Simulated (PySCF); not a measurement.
Nitrogen: a sound run and one with changed settings

Sound run: N [He] 2s2 2p3, N⁺ [He] 2s2 2p2. All numbers are calculated (PySCF 2.14, no relativity, point nucleus, in aug-cc-pVDZ). In the sound run the correlated levels freeze 1s2. The sound run starts from symmetry-adapted Hartree-Fock orbitals and uses a fine grid where one is needed.

A second run was set up differently.

```
species   method  sound run (hartree)  changed run (hartree)  converged
      N      UHF            -54.39318              -53.71901        yes
      N   r2SCAN            -54.57113              -53.87648        yes
      N      LDA            -54.12066              -53.40704        yes
      N      MP2            -54.46817              -53.71901        yes
     N⁺      UHF            -53.88126              -53.24264        yes
     N⁺   r2SCAN            -54.02542              -53.37344        yes
     N⁺      LDA            -53.56872              -52.91058        yes
     N⁺      MP2            -53.93610              -53.25331        yes
     N⁺  CCSD(T)            -53.95937              -53.26332        yes
```

Ionisation energy of N:

```json
{"method": "UHF", "sound run (eV)": "13.930", "changed run (eV)": "12.963"}
{"method": "r2SCAN", "sound run (eV)": "14.850", "changed run (eV)": "13.688"}
{"method": "LDA", "sound run (eV)": "15.019", "changed run (eV)": "13.509"}
{"method": "MP2", "sound run (eV)": "14.478", "changed run (eV)": "12.672"}
{"method": "SCS-MP2", "sound run (eV)": "14.260", "changed run (eV)": "12.614"}
```

What was changed?
A. too few SCF iterations
B. level shift left on
C. radial grid too coarse
D. minimal basis

D. It used basis STO-3G. A minimal basis cannot let orbitals breathe on ionisation and holds almost no correlation.
